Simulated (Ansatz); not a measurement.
# CHNSi (triplet): wave-function methods side by side at a displaced geometry (v2), cc-pVDZ

How much of the correlation energy of CHNSi (triplet) does each wave-function method recover here?

The runs use Ansatz 0.2.0, Gaussian basis; cc-pVDZ, core rule «outside noble gas», up to 7 orbitals frozen.

To be run: UHF; CCSD(T) on ROHF; CCSD(T) on UHF; BCCD(T) on ROHF; CISD; CCSDT(Q) on ROHF; CCSDT(Q) on UHF.

29 further runs of the same task are left out: 12 that didn't finish, 17 set aside as unsound or not needed.

### Step 1. The geometry

The geometry is a PBE0/def2-TZVP stationary point (not a proven minimum) with its atoms shifted at random (size 0.100 Å).

4 atoms, charge 0, spin multiplicity 3.

Atoms are counted from 1 here; the program's logs count them from 0.

Bond lengths: C1–N2 1.211 Å, C1–H4 1.057 Å, N2–Si3 1.687 Å. Angles: N2–C1–H4 144.6°, C1–N2–Si3 168.1°.

### Step 2. UHF

in.yaml

```yaml
crystal:
  periodic: [false, false, false]
  atoms:
    - {symbol: C, position_ang: [0.064571, -0.179992, 0.788279]}
    - {symbol: N, position_ang: [-0.100312, -0.071634, -0.406423]}
    - {symbol: Si, position_ang: [-0.023685, -0.087335, -2.091393]}
    - {symbol: H, position_ang: [0.059426, 0.338961, 1.709537]}
basis:
  gaussian: {orbitals: cc-pVDZ}
magnetization: {spin_polarized: true, initial_magnetization: 2}
hamiltonian: {xc: hf}
output: {orbitals: {seedname: orbitals}}
```

Launch:

```sh
$ ansatz run in.yaml --threads 1 --pin off --events-out ev --progress --plain --max-ram 2393MiB
```

Further steps of the session: CCSD(T) on ROHF; CCSD(T) on UHF; BCCD(T) on ROHF; CISD; CCSDT(Q) on ROHF; CCSDT(Q) on UHF.

Q: Predict the results of all the runs planned. Wanted: UCCSDT(Q) below the RHF energy; RMP2 from UCCSDT(Q); UMP2 from UCCSDT(Q); RCCSD from UCCSDT(Q); RCCSD(T) from UCCSDT(Q); UCCSD(T) from UCCSDT(Q); RCCSDT(Q) from UCCSDT(Q); T1 diagnostic.

The runs gave:

| quantity | value |
| --- | --- |
| UCCSDT(Q) below the RHF energy | -10.9345 eV |
| RMP2 from UCCSDT(Q) | +1434.8 meV |
| UMP2 from UCCSDT(Q) | +1651.7 meV |
| RCCSD from UCCSDT(Q) | +575.0 meV |
| RCCSD(T) from UCCSDT(Q) | +98.5 meV |
| UCCSD(T) from UCCSDT(Q) | +105.3 meV |
| RCCSDT(Q) from UCCSDT(Q) | +0.4 meV |
| levels within 1 kcal/mol (43 meV) | RCCSDT(Q) |
| T1 diagnostic | 0.064 |

**Reading.** RCCSD(T) misses by +98.5 meV, 0.9 % of the correlation energy. These misses are within one basis, not against nature; the frozen cores of restricted and unrestricted runs differ, which can shift their rows.
